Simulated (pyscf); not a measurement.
A first-order saddle from PySCF, ωB97X-D3(BJ)/def2-SVP:

```
C
H 1 1.0888
H 1 1.0890 2 120.24
H 1 1.0952 2 120.02 3 174.83
C 1 2.0654 2 89.57 3 89.50
H 5 1.0968 1 104.56 2 -60.30
H 5 1.0970 6 113.33 1 114.48
H 5 1.0971 6 113.34 7 131.06
Ga 1 2.2434 2 96.08 3 -99.43
O 9 1.8080 1 118.08 2 -38.18
H 10 0.9627 9 116.22 1 28.04
C 9 1.9793 10 111.61 11 -177.44
H 12 1.1009 9 112.33 10 -146.45
H 12 1.1014 13 109.43 9 -121.88
H 12 1.1025 13 107.96 14 -117.43
```
Charge 0, spin multiplicity 2.

Surface: doublet, charge 0. Lowest wavenumbers (cm⁻¹): 1133i, 39, 49, 52, 65.

Q: Which two sides does it connect, and which bonds change?

A: H₃C–Ga(CH₃)–OH + CH₃• <-> H₃C–CH₃ + [H₃C–Ga–OH]•, a substitution at C read from left to right: C–Ga broken and C–C formed. At ωB97M-D3(BJ)/def2-TZVP it lies +31.5 kcal/mol from the left side and +51.9 kcal/mol from the right (each side as separated species at their lowest minima found). This is the saddle that the search found; another between the same sides may lie lower. The angle at the attacked C is 169°. Elements up to Kr have no core potential and no relativistic terms here.
